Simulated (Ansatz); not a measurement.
**CH3B + NH3: a complex and its separated parts**

Aim: how far the complex at one end of a reaction step lies below its separated, relaxed parts, level by level.

Computed with Ansatz 0.2.0, Gaussian basis. Level: PBE0-D4/def2-TZVP structures, single points in def2-TZVPP, no counterpoise correction.

Levels: SPW92, PBE-D4, BLYP-D4, r2SCAN-D4, B97M-V, PBE0-D4, B3LYP-D4, r2SCAN0-D4, BHLYP-D4, CAM-B3LYP-D4, wB97X-V, wB97M-V, B2PLYP, PBE-QIDH, RPA on PBE, Hartree-Fock, MP2, CCSD, CCSD(T).

Correlated methods freeze the cores. B3LYP uses VWN-RPA correlation. B2PLYP carries no dispersion term here.

56 further runs of the same task are left out: 56 set aside as unsound or not needed.

**1. Starting geometry**

The complex: 9 atoms, charge 0, spin multiplicity 1.

Atoms are counted from 1 here; the program's logs count them from 0.

Bond lengths: B1–N2 1.607 Å, B1–C3 1.419 Å, B1–H5 1.199 Å, N2–H4 1.017 Å, N2–H6 1.017 Å, N2–H7 1.017 Å, C3–H8 1.085 Å, C3–H9 1.091 Å. Angles: N2–B1–C3 115.4°, N2–B1–H5 110.8°, C3–B1–H5 133.8°, B1–N2–H4 108.1°, B1–N2–H6 112.2°, B1–N2–H7 112.2°, H4–N2–H6 108.4°, H4–N2–H7 108.4°, H6–N2–H7 107.4°, B1–C3–H8 122.8°, B1–C3–H9 124.1°, H8–C3–H9 113.1°.

As a file:

```
B    -0.5429    0.2708   -0.3020
N     0.4350    0.5070    0.9508
C    -0.2457   -0.8635   -1.1020
H     1.1302   -0.2351    0.9523
H    -1.3858    1.1219   -0.3495
H     0.9182    1.4000    0.8981
H    -0.0628    0.4828    1.8371
H    -0.8276   -1.1356   -1.9767
H     0.5814   -1.5484   -0.9083
```

Its parts: CH3B holds atoms 1, 3, 5, 8, 9; NH3 holds atoms 2, 4, 6, 7. Each part counts its atoms afresh in its own runs.

**2. Relaxing CH3B alone**

relax-a/in.yaml

```yaml
crystal:
  periodic: [false, false, false]
  atoms:
    - {symbol: B, position_ang: [-0.542873, 0.270755, -0.301955]}
    - {symbol: C, position_ang: [-0.245671, -0.863455, -1.102009]}
    - {symbol: H, position_ang: [-1.385782, 1.121932, -0.349462]}
    - {symbol: H, position_ang: [-0.827562, -1.135576, -1.976686]}
    - {symbol: H, position_ang: [0.581437, -1.548447, -0.908335]}
basis:
  gaussian: {orbitals: def2-TZVP}
hamiltonian: {xc: pbe0, dispersion: d4}
relax: {f_tol: 0.005, max_steps: 200}
```

Run with:

```
$ ansatz run in.yaml --threads 2 --pin off --events-out ev --progress --plain --max-ram 4352MiB
```

After this run come: Relaxing NH3 alone; SPW92/def2-TZVPP; PBE-D4/def2-TZVPP; BLYP-D4/def2-TZVPP; r2SCAN-D4/def2-TZVPP; B97M-V/def2-TZVPP; PBE0-D4/def2-TZVPP; B3LYP-D4/def2-TZVPP; r2SCAN0-D4/def2-TZVPP; BHLYP-D4/def2-TZVPP; CAM-B3LYP-D4/def2-TZVPP; wB97X-V/def2-TZVPP; wB97M-V/def2-TZVPP; B2PLYP/def2-TZVPP; PBE-QIDH/def2-TZVPP; RPA on PBE/def2-TZVPP; CCSD(T)/def2-TZVPP; Vibrations of CH3B; Vibrations of NH3.

**Question.** What will these runs give? Wanted: complex less parts, CCSD(T)/def2-TZVPP; with zero-point energy; largest T1 diagnostic.

**Answer**, as computed:

| quantity | value |
| --- | --- |
| complex less parts, CCSD(T)/def2-TZVPP | -139.8 kJ/mol |
| with zero-point energy | -115.0 kJ/mol |
| largest T1 diagnostic | 0.014 |

In words: At CCSD(T) the complex lies 139.8 kJ/mol below its parts. Among the functionals wB97X-V lands nearest to CCSD(T) (+1.1 kJ/mol) and SPW92 farthest (-48.1 kJ/mol). Mean unsigned error by rung: LDA 48.1, GGA 11.0, meta-GGA 5.7, hybrid 8.0, range-separated hybrid 1.7, double hybrid 9.6 kJ/mol. PBE-D4 gives a relative energy 8.0 kJ/mol too low, outside chemical accuracy (1 kcal/mol, 4.2 kJ/mol). No counterpoise was applied, and triple zeta lacks some correlation, so the CCSD(T) reference has a basis error of its own, and close matches with it are partly luck.
